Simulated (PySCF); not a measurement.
A structure optimised at B3LYP-D3(BJ)/def2-TZVP, used in a PySCF frequency run:

```
C
O 1 1.1555
S 1 1.5622 2 180.00
```

Problem. Write its SMILES, formula and point group.

Solution. O=C=S, COS, C∞v

Problem. What are its rotational constants (standard atomic weights)?

Solution. 6.0905 GHz (linear rotor, B only)
